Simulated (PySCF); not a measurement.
Energies from PySCF (xtb for GFN2), thermal terms from the rigid-rotor harmonic-oscillator model, ideal gas at 1 bar. 'Table' is the NASA 1993 thermochemical table (part measured, part estimated). Open shells (unrestricted): PH (multiplicity 3). GFN2 has no spin-polarisation term. The harmonic model lacks anharmonicity and excited electronic states, which grow with temperature; levels with a mode under 35 cm⁻¹ are left out. The table's entry may be an old estimate for PH (not checked at source).

Harmonic frequencies at GFN2-xTB (cm⁻¹): 2287. Point group C∞v; S°(298 K) = 195.8 J/mol/K at this level.

Question: Work out Cp and S° of gaseous PH at 500, 800, 1200, 1600, 2000 K from these, and set them beside the table.

Answer: 
```csv
T (K),Cp GFN2-xTB,Cp table,S° GFN2-xTB,S° table
500,29.6,29.7,210.9,211.5
800,31.5,31.7,225.2,225.9
1200,33.7,34.2,238.4,239.3
1600,35.0,36.0,248.3,249.4
2000,35.8,37.5,256.2,257.6
```
Units J/mol/K.
